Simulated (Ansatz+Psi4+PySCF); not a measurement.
The numbers below are computed, except where a source is named.
This Psi4 input gave a total energy of -795.29763 hartree.

```
molecule {
0 3
S 0.000000 0.000000 0.960110
S 0.000000 0.000000 -1.920230
}

set basis cc-pV(T+d)Z
set reference uhf
set scf_type pk
set mp2_type conv
set cc_type conv
set num_frozen_docc 10
energy('mp2')
```

Write an input for PySCF with the same method and basis set.

```python
from pyscf import gto, scf, mp

# the (T+d) and (D+d) sets load through basis_set_exchange
mol = gto.M(atom="""
S 0.000000 0.000000 0.960110
S 0.000000 0.000000 -1.920230
""", basis='cc-pv(t+d)z', charge=0, spin=2)
mf = scf.UHF(mol)
mf.kernel()
pt = mp.MP2(mf, frozen=10).run()
print(mf.e_tot, pt.e_corr, pt.e_tot)
```

PySCF 2.14.0 gave -795.29763 hartree, 0.00 meV from the first. The reference isn't the lowest determinant (another lies 3.25 eV lower), but the same method gives a higher total on the lower determinant. Caution: large share of triples, a single reference is doubtful.
